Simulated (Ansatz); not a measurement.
`CSSCF`, relaxed with RKS PBE0-D4/def2-TZVP in Ansatz from a PBE-D4/def2-SVP geometry. The force threshold is 0.005 eV/Å; the program also tests the step.

Charge 0, multiplicity 1.

Start:

```xyz
10

C    -0.381   -1.705    0.529
S     0.611   -1.192   -0.922
S    -0.362    0.554   -1.503
C     0.366    1.768   -0.360
F    -0.093    1.635    0.935
H    -0.327   -0.937    1.323
H    -1.433   -1.888    0.237
H     0.072   -2.651    0.887
H     1.471    1.651   -0.367
H     0.075    2.766   -0.760
```

(1) How much energy does the relaxation release, and in how many steps? (Estimate.)

(2) Which bonds change most? (Best estimate.)

(3) Give the relaxed structure. (Best estimate.)

## Answers

(1) Computed: 6.92 kJ/mol, in 7 steps, 1 of them rejected.

(2) The calculation gave: S2–S3 from 2.082 to 2.032 Å; S3–C4 from 1.820 to 1.790 Å; C1–S2 from 1.831 to 1.805 Å; C4–H10 from 1.115 to 1.095 Å.

(3) The calculation gave: 
```xyz
10

C    -0.376   -1.727    0.529
S     0.592   -1.157   -0.884
S    -0.368    0.545   -1.440
C     0.368    1.784   -0.379
F    -0.117    1.742    0.909
H    -0.305   -1.024    1.357
H    -1.416   -1.877    0.243
H     0.059   -2.685    0.823
H     1.449    1.643   -0.342
H     0.114    2.755   -0.815
```
